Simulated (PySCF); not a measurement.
Molecule: SMILES [O+]#C[C@H](CC)F, [C₄H₆FO]+.

Bonds (- single, = double, # triple, : aromatic): C1-C2, C2-C3, C3-F4, C3-C5, C5#O6. C1 carries H7, H8, H9; C2 carries H10, H11; C3 carries H12. Formal charges: O6 +1. Stereochemistry as in CC[C@H](F)C#[O+].

Total charge +1. H10 is pro-R; H11 is pro-S.

Frames of a GFN2-xTB Langevin trajectory at 300 K; GIAO PBE0/pcSseg-1 shieldings in PySCF 2.14, gas phase, non-relativistic; equivalent atoms averaged within each frame.

δ = σ(ref) − σ, references computed at the same level: 13C (186.93 ppm) and 1H (31.72 ppm) vs TMS; CFCl3 for 19F (170.95 ppm); H2O for 17O (336.08 ppm). The references are static minima.

Task: How do the shifts (ppm) fluctuate along the trajectory?

Result: 
| time (fs) | C5 | C3 | C2 | C1 | F4 | O6 | H12 | H11 | H10 | H7/H8/H9 |
| --- | --- | --- | --- | --- | --- | --- | --- | --- | --- | --- |
| optimised geometry | 160.6 | 78.6 | 50.2 | 19.0 | -250.8 | 392.0 | 6.81 | 2.84 | 3.60 | 2.28 |
| 250 | 157.6 | 74.4 | 46.9 | 12.2 | -262.3 | 381.8 | 6.45 | 4.08 | 3.14 | 1.94 |
| 425 | 154.0 | 77.8 | 42.0 | 13.0 | -233.4 | 368.9 | 7.40 | 3.93 | 3.18 | 2.38 |
| 625 | 155.7 | 82.1 | 56.4 | 18.8 | -240.4 | 363.5 | 6.90 | 4.45 | 3.80 | 2.52 |
| 800 | 151.4 | 92.0 | 43.3 | 19.1 | -231.4 | 359.0 | 7.93 | 3.50 | 2.86 | 2.74 |
| 1000 | 156.2 | 74.9 | 43.0 | 10.4 | -239.2 | 376.2 | 7.59 | 3.81 | 3.51 | 2.69 |
| mean of frames | 155.0 | 80.2 | 46.3 | 14.7 | -241.3 | 369.9 | 7.26 | 3.96 | 3.30 | 2.45 |
| standard deviation | 2.4 | 7.3 | 5.9 | 4.0 | 12.3 | 9.2 | 0.58 | 0.35 | 0.36 | 0.32 |

5 frames give an uncertainty of the mean of about the standard deviation over 2.2 at best, since frames this close in time may not be independent; classical motion lacks zero-point vibration, and the reference would need the same averaging.
